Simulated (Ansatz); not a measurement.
Two shapes of doublet C2H5.

Shape 1:

```xyz
7

C     0.3388   -0.5786    0.1792
C    -0.3962    0.6459   -0.2252
H    -0.0636    1.6563    0.0504
H    -1.1412    0.5570   -0.9475
H     1.3221   -0.6772   -0.2799
H     0.4989   -0.5913    1.2484
H    -0.2853   -1.4807   -0.0491
```

Shape 2:

```xyz
7

C     0.1282   -0.6656    0.1760
C    -0.1657    0.7362   -0.2470
H     0.6661    1.3791   -0.5752
H    -1.1167    1.1549   -0.0281
H     1.1749   -0.8404    0.0245
H    -0.1619   -0.7904    1.2067
H    -0.4680   -1.4795   -0.3066
```

Basis set: def2-SVP (spherical functions). Frozen core: 2 orbitals. Charge 0, multiplicity 2.

Computed with Ansatz (development build ahead of 0.2.0); each method stands on the lowest determinant of its kind that the runs found.

(1) Which shape is lower in energy, and by how much in each method?

## Answers

(1)

```json
{"method": "UHF", "E(2) − E(1) (eV)": "0.043"}
{"method": "UHF-MP2", "E(2) − E(1) (eV)": "0.036"}
```

Shape 1 is lower.
